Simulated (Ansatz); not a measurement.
**BCCD(T)/6-31G(d) (spherical functions) run of AlH3 (SMILES [H][Al]([H])[H])**

Aim: the energy change on altering one bond length of AlH3 at BCCD(T)/6-31G* (spherical functions), from 2 runs. 

Program for the calculation: Ansatz 0.2.0.

61 further runs of the same task are left out: 2 that didn't finish, 59 set aside as unsound or not needed.

## Step 1: The structure to begin with

The species is AlH3 (4 atoms), meant as a singlet with charge 0. As SMILES, `[H][Al]([H])[H]`. The shape comes from GFN2-xTB, which is rough for such elements, and wasn't checked as a minimum.

Bond lengths: Al1–H2 1.553 Å, Al1–H3 1.553 Å, Al1–H4 1.553 Å. Angles: H2–Al1–H3 120.0°, H2–Al1–H4 120.0°, H3–Al1–H4 120.0°.

## Step 2: The energy at BCCD(T)/6-31G(d) (spherical functions)

input.yaml reads:

```yaml
crystal:
  periodic: [false, false, false]
  atoms:
    - {symbol: Al, position_ang: [-0.000010, -0.000020, 0.000020]}
    - {symbol: H, position_ang: [1.552650, -0.030520, 0.014610]}
    - {symbol: H, position_ang: [-0.749810, 1.359840, -0.019120]}
    - {symbol: H, position_ang: [-0.802830, -1.329300, 0.004480]}
basis:
  gaussian:
    orbitals: 6-31G_st_-spherical.json
correlation:
  method: bccd_t
  frozen_orbitals: {Al: 5, H: 0}
accuracy: high
scf:
  omitted_lower_state_checks: [cluster_reference, increment]
```

The basis set 6-31G* is read from a file made from the Basis Set Exchange's data (not shown).

On the command line:

```bash
$ ansatz run input.yaml --threads 1 --pin off --max-ram 2610MiB --events-out events.jsonl --progress --plain --runs-dir runs
```

The log of the run, shortened:

```text
Warning: RAYON_NUM_THREADS=1 ignored (pool sized by the plan → 1); use --threads N
Functional definition: HF
  name "HF"
[...]
453 factors; integrals over basis functions are off by at most 3.6e-9 eV
[...]
mean field -6629.09237850 eV, -243.6146515496 hartree, gradient 1.0e-8 eV, S^2 0.000000; 0 other end points of the search recorded, 0 dependent functions left out
5 core orbitals not correlated: weight in the atoms' cores, before any rotation towards them, 1.000 or more for the frozen orbitals, at most 0.000 for the correlated occupied ones
reference -6629.09237850 eV, -243.6146515496 hartree; 3, 3 occupied and 16, 16 virtual orbitals, 453 factors
second order -1.42972576 eV of doubles, -0.00000000 eV of singles
cycle   1  -1.77962368 eV  change   -3.5e-1 eV  update   4.8e-2
[...]
cycle  17  -1.93196299 eV  change  -5.9e-10 eV  update  3.2e-10
perturbative correction -0.02680163 eV, -0.0009849419 hartree
Total energy: -6631.05114312 eV, -243.6866348217 hartree
Checks for a lower state left out: cluster_reference, increment
```

It took 0.2 s on 1 thread of Arm Neoverse V2, shared host.

## Step 3: The distorted shape at the same level

run.yaml reads:

```yaml
crystal:
  periodic: [false, false, false]
  atoms:
    - {symbol: Al, position_ang: [-0.388190, 0.007605, -0.003628]}
    - {symbol: H, position_ang: [1.552650, -0.030520, 0.014610]}
    - {symbol: H, position_ang: [-1.137990, 1.367465, -0.022768]}
    - {symbol: H, position_ang: [-1.191010, -1.321675, 0.000832]}
basis:
  gaussian:
    orbitals: 6-31G_st_-spherical.json
correlation:
  method: bccd_t
  frozen_orbitals: {Al: 5, H: 0}
accuracy: high
scf:
  omitted_lower_state_checks: [cluster_reference, increment]
```

The basis set 6-31G* is read from a file made from the Basis Set Exchange's data (not shown).

On the command line:

```bash
$ ansatz run run.yaml --threads 1 --pin off --max-ram 2610MiB --events-out events.jsonl --progress --plain --runs-dir runs
```

The log of the run, shortened:

```text
Warning: RAYON_NUM_THREADS=1 ignored (pool sized by the plan → 1); use --threads N
Functional definition: HF
  name "HF"
[...]
453 factors; integrals over basis functions are off by at most 3.6e-9 eV
[...]
mean field -6628.48842789 eV, -243.5924567740 hartree, gradient 4.7e-8 eV, S^2 0.000000; 0 other end points of the search recorded, 0 dependent functions left out
5 core orbitals not correlated: weight in the atoms' cores, before any rotation towards them, 1.000 or more for the frozen orbitals, at most 0.000 for the correlated occupied ones
reference -6628.48842789 eV, -243.5924567740 hartree; 3, 3 occupied and 16, 16 virtual orbitals, 453 factors
second order -1.47440472 eV of doubles, -0.00000000 eV of singles
cycle   1  -1.85096744 eV  change   -3.8e-1 eV  update   5.5e-2
[...]
cycle  20  -2.04030204 eV  change  -1.1e-10 eV  update  1.8e-10
perturbative correction -0.03283125 eV, -0.0012065262 hartree
Total energy: -6630.56156118 eV, -243.6686430173 hartree
Checks for a lower state left out: cluster_reference, increment
```

Run time: 0.2 s. Hardware: 1 thread of Arm Neoverse V2, shared host.

## Step 4: Results

At BCCD(T)/6-31G* (spherical functions), 5 core orbitals frozen:

```
                                                          quantity          value
                                         first shape: total energy  -243.68663 Eh
          first shape: correlation energy (5 core orbitals frozen)      -72.0 mEh
                                       first shape: (T) correction      -0.98 mEh
                                     distorted shape: total energy  -243.66864 Eh
      distorted shape: correlation energy (5 core orbitals frozen)      -76.2 mEh
                                   distorted shape: (T) correction      -1.21 mEh
energy change with the Al1–H2 bond stretched from 1.553 to 1.941 Å       0.490 eV
```

**Reading.** With the Al1–H2 bond stretched from 1.553 to 1.941 Å the energy rises by 0.49 eV (47.2 kJ/mol). The first shape isn't relaxed at this level, so the change isn't measured from a minimum. The triples (first shape) make up 1.4 % of the correlation energy. The triples (distorted shape) make up 1.6 % of the correlation energy.
